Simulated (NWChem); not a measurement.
All runs are NWChem calculations. System: ethylamine (C2H7N), charge 0, spin multiplicity 1, at a geometry optimised with B3LYP/def2-SVP. Level: EOM-CCSD/6-31+G* (spherical d), 3 core orbitals frozen.

Input file:

```
start mol
memory heap 100 mb stack 700 mb global 1900 mb
geometry units angstroms nocenter noautoz noautosym
  C      1.189862     0.447027     0.011303
  C      0.040783    -0.549750    -0.100392
  N     -1.248409     0.128983     0.001725
  H      2.164973    -0.050799    -0.112107
  H      1.094044     1.233078    -0.753937
  H      1.192235     0.940224     0.998944
  H      0.190738    -1.357536     0.650916
  H      0.085684    -1.044018    -1.086936
  H     -2.013018    -0.537410    -0.109208
  H     -1.359664     0.529916     0.934784
end
basis spherical
  * library 6-31+g*
end
scf
  rhf
  nopen 0
  maxiter 100
  thresh 1e-7
  semidirect memsize 60000000 filesize 0
end
tce
  freeze core 3
  ccsd
  nroots 3
  2eorb
  2emet 13
  thresh 1e-5
  maxiter 200
  tilesize 24
  dipole
end
task tce energy
```

Part of the output:

```
             Northwest Computational Chemistry Package (NWChem) 7.3.0
             --------------------------------------------------------

                                NWChem Input Module
                                -------------------

 Scaling coordinates for geometry "geometry" by  1.889725989
 (inverse scale =  0.529177249)

                             Geometry "geometry" -> ""
                             -------------------------

 Output coordinates in angstroms (scale by  1.889725989 to convert to a.u.)

  No.       Tag          Charge          X              Y              Z
 ---- ---------------- ---------- -------------- -------------- --------------
    1 C                    6.0000     1.18986200     0.44702700     0.01130300
    2 C                    6.0000     0.04078300    -0.54975000    -0.10039200
    3 N                    7.0000    -1.24840900     0.12898300     0.00172500
    4 H                    1.0000     2.16497300    -0.05079900    -0.11210700
    5 H                    1.0000     1.09404400     1.23307800    -0.75393700
    6 H                    1.0000     1.19223500     0.94022400     0.99894400
    7 H                    1.0000     0.19073800    -1.35753600     0.65091600
    8 H                    1.0000     0.08568400    -1.04401800    -1.08693600
    9 H                    1.0000    -2.01301800    -0.53741000    -0.10920800
   10 H                    1.0000    -1.35966400     0.52991600     0.93478400

 Effective nuclear repulsion energy (a.u.)      82.6529129475

            Nuclear Dipole moment (a.u.)
            ----------------------------
        X                 Y               Z
 ---------------- ---------------- ----------------
    -0.0000018897    -0.0000037795    -0.0000056692


 Summary of "ao basis" -> "" (spherical)
 ------------------------------------------------------------------------------
       Tag                 Description            Shells   Functions and Types
 ---------------- ------------------------------  ------  ---------------------
 *                          6-31+g*                   on all atoms

 Summary of "ao basis" -> "ao basis" (spherical)
 ------------------------------------------------------------------------------
       Tag                 Description            Shells   Functions and Types
 ---------------- ------------------------------  ------  ---------------------
 C                          6-31+g*                  8       18   4s3p1d
 N                          6-31+g*                  8       18   4s3p1d
 H                          6-31+g*                  2        2   2s

                                 NWChem SCF Module
                                 -----------------

  ao basis        = "ao basis"
  functions       =    68
  atoms           =    10
  closed shells   =    13
  open shells     =     0
  charge          =   0.00
  wavefunction    = RHF
  use symmetry    = F
  symmetry adapt  = F

 Summary of "ao basis" -> "ao basis" (spherical)
 ------------------------------------------------------------------------------
       Tag                 Description            Shells   Functions and Types
 ---------------- ------------------------------  ------  ---------------------
 C                          6-31+g*                  8       18   4s3p1d
 N                          6-31+g*                  8       18   4s3p1d
 H                          6-31+g*                  2        2   2s

 Forming initial guess at       0.0s

      Superposition of Atomic Density Guess
[...]
   0.0002134927838   0.2214830248406    6.02686
   0.0060901725159   0.2661091085089    7.24120
   0.0217931743226   0.2796962719478    7.61093     6.4     6.4

 Iteration  12 using   36 trial vectors
   0.0001105203195   0.2214837176986    6.02688
   0.0046733150793   0.2661111606228    7.24126
   0.0206146230049   0.2788846139485    7.58884     6.7     6.7

 Iteration  13 using   39 trial vectors
   0.0000556094861   0.2214831535715    6.02687
   0.0032190519376   0.2660552166506    7.23973
   0.0169398058623   0.2783138291917    7.57331     7.1     7.1

 Iteration  14 using   42 trial vectors
   0.0000248020819   0.2214831201818    6.02686
   0.0017586030661   0.2660596719719    7.23986
   0.0101390696105   0.2780025059297    7.56484     7.4     7.4

 Iteration  15 using   45 trial vectors
   0.0000105886668   0.2214831081933    6.02686
   0.0008809887625   0.2660685729186    7.24010
   0.0053245223558   0.2779861875735    7.56439     7.8     7.8

 Iteration  16 using   48 trial vectors
   0.0000043131156   0.2214830955864    6.02686
   0.0004286584991   0.2660685817748    7.24010
   0.0027394800480   0.2780901391561    7.56722     8.0     8.0

 Iteration  17 using   50 trial vectors
   0.0000041080857   0.2214830947744    6.02686
   0.0001956970734   0.2660671304062    7.24006
   0.0013191787049   0.2780167078576    7.56522     6.7     6.7

 Iteration  18 using   52 trial vectors
   0.0000041211858   0.2214830932699    6.02686
   0.0000975928065   0.2660674416803    7.24007
   0.0007116085309   0.2779978734911    7.56471     7.0     7.0

 Iteration  19 using   54 trial vectors
   0.0000041221862   0.2214830931529    6.02686
   0.0000555988306   0.2660677652098    7.24008
   0.0004504760122   0.2780177762938    7.56525     7.0     7.0

 Iteration  20 using   56 trial vectors
   0.0000040791276   0.2214830978418    6.02686
   0.0000281414834   0.2660673211514    7.24006
   0.0002446648418   0.2780149957777    7.56518     7.3     7.3

 Iteration  21 using   58 trial vectors
   0.0000040423639   0.2214830961645    6.02686
   0.0000146870631   0.2660674555253    7.24007
   0.0001320662468   0.2780151589825    7.56518     7.6     7.6

 Iteration  22 using   60 trial vectors
   0.0000040380853   0.2214830970349    6.02686
   0.0000090474670   0.2660675298051    7.24007
   0.0000840570353   0.2780172641637    7.56524     8.0     8.0

 Iteration  23 using   61 trial vectors
   0.0000040242348   0.2214830965473    6.02686
   0.0000055555970   0.2660674243856    7.24007
   0.0000515895704   0.2780155257037    7.56519     6.7     6.7

 Iteration  24 using   62 trial vectors
   0.0000040185734   0.2214830954260    6.02686
   0.0000030324595   0.2660674427173    7.24007
   0.0000243673540   0.2780159274473    7.56520     6.8     6.8

 Iteration  25 using   63 trial vectors
   0.0000040112308   0.2214830952896    6.02686
   0.0000019367392   0.2660674543015    7.24007
   0.0000107034904   0.2780159668980    7.56520     7.0     7.0

 Iteration  26 using   64 trial vectors
   0.0000040172990   0.2214830954910    6.02686
   0.0000017337322   0.2660674452601    7.24007
   0.0000054419360   0.2780159113338    7.56520     7.0     7.0
 --------------------------------------------------------------
 Iterations converged

 Excited state root  1
 Excitation energy / hartree =        0.221483143303300
                   / eV      =        6.026865541899169

 EOM-CCSD transition moments / hartree
 --------------------------------------------
 X    0.0932357 Y    0.2136586 Z    0.2443228
 Oscillator Strength                0.0168381
 --------------------------------------------

 EOM-CCSD dipole moments / hartree & Debye
 ------------------------------------
   X        -1.2378241     -3.1462589
   Y        -0.5345477     -1.3586949
   Z         0.3960458      1.0066556
 Total       1.4052765      3.5718836
 ------------------------------------

 Singles contributions
    14a   (alpha) ---    13a   (alpha)        0.8625258400
    16a   (alpha) ---    13a   (alpha)        0.2052075896
    25a   (alpha) ---    13a   (alpha)        0.1911738022

 Doubles contributions

 Excited state root  2
 Excitation energy / hartree =        0.266067524647339
                   / eV      =        7.240068802525259

 EOM-CCSD transition moments / hartree
 --------------------------------------------
 X    0.1177364 Y    0.2468209 Z    0.2628056
 Oscillator Strength                0.0255157
 --------------------------------------------

 EOM-CCSD dipole moments / hartree & Debye
 ------------------------------------
   X         0.5585638      1.4197384
   Y        -1.5510269     -3.9423471
   Z        -0.4574048     -1.1626159
 Total       1.7108177      4.3484978
 ------------------------------------

 Singles contributions
    14a   (alpha) ---    13a   (alpha)        0.1992460946
    15a   (alpha) ---    13a   (alpha)       -0.5128754681
    16a   (alpha) ---    13a   (alpha)       -0.6410734685
    17a   (alpha) ---    13a   (alpha)        0.1659913281
    20a   (alpha) ---    13a   (alpha)       -0.1264973236
    21a   (alpha) ---    13a   (alpha)        0.2116300732
    24a   (alpha) ---    13a   (alpha)        0.1142188196
    27a   (alpha) ---    13a   (alpha)        0.1064901481

 Doubles contributions

 Excited state root  3
 Excitation energy / hartree =        0.278015994783859
                   / eV      =        7.565203356199120

 EOM-CCSD transition moments / hartree
 --------------------------------------------
 X    0.3624573 Y    0.4360321 Z    0.2690438
 Oscillator Strength                0.0730040
 --------------------------------------------

 EOM-CCSD dipole moments / hartree & Debye
 ------------------------------------
   X         1.8071454      4.5933400
   Y        -0.8406681     -2.1367813
   Z         0.7998126      2.0329362
 Total       2.1476027      5.4587029
 ------------------------------------

 Singles contributions
    14a   (alpha) ---    13a   (alpha)       -0.1145743579
    15a   (alpha) ---    13a   (alpha)       -0.3253154148
    16a   (alpha) ---    13a   (alpha)        0.4276518158
    17a   (alpha) ---    13a   (alpha)        0.5894485254
    19a   (alpha) ---    13a   (alpha)       -0.1281102007
    20a   (alpha) ---    13a   (alpha)       -0.3307007799
    21a   (alpha) ---    13a   (alpha)       -0.1250750218
    23a   (alpha) ---    13a   (alpha)        0.1927499672

 Doubles contributions

 Task  times  cpu:      265.9s     wall:      265.9s

 Total times  cpu:      265.9s     wall:      265.9s
```
